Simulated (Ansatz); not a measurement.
CHO (SMILES [CH]=O, charge +1) moved off its minimum; all values from Ansatz (a first-principles code), cores frozen in correlated methods.
(charge 1, multiplicity 1)
```xyz
3

C     -0.03120     0.03906    -0.46881
O      0.02467     0.05120     0.59069
H      0.04868    -0.07862    -1.57337
```

**Question.** Give the forces (eV/Å), the total energy and the dipole at CCSD(T)/aug-cc-pVTZ.

**Answer.** 
```json
[
 {"atom": "C1", "Fx": "0.158", "Fy": "-0.586", "Fz": "-9.043"},
 {"atom": "O2", "Fx": "0.160", "Fy": "0.313", "Fz": "8.429"},
 {"atom": "H3", "Fx": "-0.317", "Fy": "0.273", "Fz": "0.614"}
]
```
Energy -113.3886 hartree.
